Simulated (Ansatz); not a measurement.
Mulliken charges of `[OH][Mg][Cl]` from r2SCAN/def2-TZVPP in Ansatz (PBE0-D4/def2-TZVP geometry).

```tsv
atom	x (Å)	y (Å)	z (Å)	charge (e)
O1	-0.399	1.039	-0.364	-0.703
Mg2	0.240	-0.515	0.125	0.975
Cl3	1.067	-2.447	0.690	-0.464
H4	-0.851	1.863	-0.471	0.192
```

**Question.** By hand: the dipole of these point charges (1 e Å = 4.8032 D).

**Answer.** Σ q r = (-0.144, 0.261, -0.033) e Å, of length 0.300 e Å = 1.44 D.

**Question.** How does the dipole of the full density compare? (An estimate is asked.)

**Answer.** Ansatz gave: (-0.204, 0.381, -0.056) e Å, 2.09 D; the point charges give 0.69 times that, at 1° from its direction.

Point charges leave out the atoms' own dipoles, such as those of lone pairs, and Mulliken's split depends on the basis, so the two needn't agree.
